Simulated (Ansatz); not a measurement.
Tetradymite Bi₂Te₃ was calculated with PBEsol (plane waves, PAW; Ansatz, an electronic-structure program).

Run with plane-wave cutoff 500 eV, 10×10×10 k mesh, Fermi–Dirac smearing 0.05 eV, scalar-relativistic PAW data made under PBE.

Cell (relaxed at this level):

```cif
data_Bi6Te9
_chemical_formula_sum 'Bi6 Te9'
_space_group_name_H-M_alt 'R-3m :H'
_space_group_IT_number 166
_space_group_name_Hall '-R 3 2"'
_cell_length_a 4.38100
_cell_length_b 4.38100
_cell_length_c 30.30853
_cell_angle_alpha 90.000
_cell_angle_beta 90.000
_cell_angle_gamma 120.000
loop_
_atom_site_label
_atom_site_type_symbol
_atom_site_symmetry_multiplicity
_atom_site_Wyckoff_symbol
_atom_site_fract_x
_atom_site_fract_y
_atom_site_fract_z
_atom_site_occupancy
Bi1 Bi 6 c 0.00000 0.00000 0.39984 1
Te1 Te 3 a 0.00000 0.00000 0.00000 1
Te2 Te 6 c 0.00000 0.00000 0.20996 1
```
(The calculation used a cell of 5 atoms; values per cell refer to that cell.)

Problem. Give the computed band gap.

Solution. 
- band gap = 0.22 eV (on the SCF k mesh)

Note: the cell comes from a level without a dispersion term, which matters for the spacing of layers, chains or molecules.

Spin–orbit coupling is not included; with these elements it can move the gap by several tenths of an eV or more.

It cost roughly 8 core-minutes of CPU time.
